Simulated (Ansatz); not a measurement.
# CH₅BN radical (SMILES C[B]N): energies and forces away from the minimum

The task here is to estimate one member of a computed series from the others.

The runs use Ansatz 0.2.0, Gaussian basis; single points with forces in def2-TZVPP.

Levels: PBE-D4, r2SCAN-D4, PBE0-D4, wB97M-V, Hartree-Fock, MP2, CCSD, CCSD(T). Each coordinate is moved by a Gaussian draw of the width named (0.7 of it for atoms other than hydrogen): 0.04, 0.02, 0.06, 0.12 Å.

Correlated methods freeze the cores. Orbitals are unrestricted.

2 further runs of the same task are left out: 2 set aside as unsound or not needed.

**The system as given**

SMILES `C[B]N`, 8 atoms, charge 0, spin multiplicity 2.

Atoms are counted from 1 here; the program's logs count them from 0.

Bond lengths: C1–B2 1.530 Å, C1–H4 1.091 Å, C1–H5 1.120 Å, C1–H6 1.131 Å, B2–N3 1.488 Å, N3–H7 1.068 Å, N3–H8 1.037 Å. Angles: B2–C1–H4 111.1°, B2–C1–H5 113.3°, B2–C1–H6 113.6°, H4–C1–H5 104.0°, H4–C1–H6 105.4°, H5–C1–H6 108.8°, C1–B2–N3 119.0°, B2–N3–H7 110.0°, B2–N3–H8 110.7°, H7–N3–H8 105.0°.

Coordinates:

```xyz
8

C    -0.6976    0.7373   -0.4413
B    -0.2904   -0.7068   -0.1428
N     1.0919   -0.9823    0.3357
H    -1.7259    0.7879   -0.8027
H    -0.0979    1.2053   -1.2635
H    -0.6632    1.4134    0.4651
H     1.2501   -0.5161    1.2834
H     1.2249   -1.9958    0.5104
```

Set-up of the first run:

File pre/in.yaml:

```yaml
crystal:
  periodic: [false, false, false]
  atoms:
    - {symbol: C, position_ang: [-0.697600, 0.737300, -0.441300]}
    - {symbol: B, position_ang: [-0.290400, -0.706800, -0.142800]}
    - {symbol: N, position_ang: [1.091900, -0.982300, 0.335700]}
    - {symbol: H, position_ang: [-1.725900, 0.787900, -0.802700]}
    - {symbol: H, position_ang: [-0.097900, 1.205300, -1.263500]}
    - {symbol: H, position_ang: [-0.663200, 1.413400, 0.465100]}
    - {symbol: H, position_ang: [1.250100, -0.516100, 1.283400]}
    - {symbol: H, position_ang: [1.224900, -1.995800, 0.510400]}
basis:
  gaussian: {orbitals: def2-SVP}
magnetization: {spin_polarized: true, initial_magnetization: 1}
hamiltonian: {xc: pbe, dispersion: d4}
relax: {f_tol: 0.03, max_steps: 250}
```

The command line of these runs was not kept.

Among the steps run: A first relaxation in a small basis; Finding the minimum; Reference energies at the minimum; Structure 1, width 0.04 Å; Structure 2, width 0.02 Å; Structure 3, width 0.06 Å; Structure 4, width 0.12 Å.

One table of the session follows, with a row left open; its other results are not shown here.

| method | RMS force component (eV/Å) | angle to CCSD(T) forces (°) | dipole (D) |
| --- | --- | --- | --- |
| PBE-D4 | 5.015 | 2.5 | 2.77 |
| r2SCAN-D4 | 5.085 | 1.3 | 2.81 |
| PBE0-D4 | ? | ? | ? |
| wB97M-V | 5.138 | 1.2 | 2.94 |
| CCSD(T) | 5.316 | reference | 2.90 |

Q: Estimate the row for PBE0-D4 from the others.

The run gave: RMS force component (eV/Å): 5.135; angle to CCSD(T) forces (°): 1.5; dipole (D): 2.87. In the column «RMS force component (eV/Å)» it lies between r2SCAN-D4 (5.085) and wB97M-V (5.138).
